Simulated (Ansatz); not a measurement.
Consider the substitution at a C–O bond: `COC1=NC1` + `OC(O)Cl` → `COC(O)Cl` + `OC1=NC1`.

Program: Ansatz. Geometries: PBE0-D4/def2-TZVP. ΔE: electronic, gas phase. CCSD(T)/CBS adds triple-zeta CCSD(T) − MP2 to the extrapolated MP2 energy (def2 sets, frozen cores). One conformer a species, not always the lowest.

```csv
species,HF/def2-SVP energy (Eh)
`COC1=NC1`,-245.54689
`OC(O)Cl`,-648.53892
`COC(O)Cl`,-687.53422
`OC1=NC1`,-206.55123
```

Q: Work out ΔE.

A: ΔE = (-687.53422) + (-206.55123) − (-245.54689) − (-648.53892) = 0.00036 Eh = +0.01 eV. CCSD(T)/CBS gives +0.03 eV.

Q: What do rigid-rotor, harmonic-oscillator terms from PBE0-D4/def2-TZVP frequencies (298.15 K, 1 bar) make of the CCSD(T)/CBS value? (Best estimate.)

A: The calculation gave: ΔZPE = 0.00 eV, ΔH = +0.03 eV, ΔS = -5 J/(mol·K), ΔG = +0.05 eV.

Largest T1 diagnostic among the species: 0.013.

At CCSD(T), def2-SVP lies −0.05 eV from the extrapolated value and def2-TZVPP −0.01 eV. Leaving LDA and LC-ωPBE aside and taking each functional with its dispersion term where it has one, the values, not all of them listed here, spread over 0.02 eV, from B97M-V to B2PLYP.
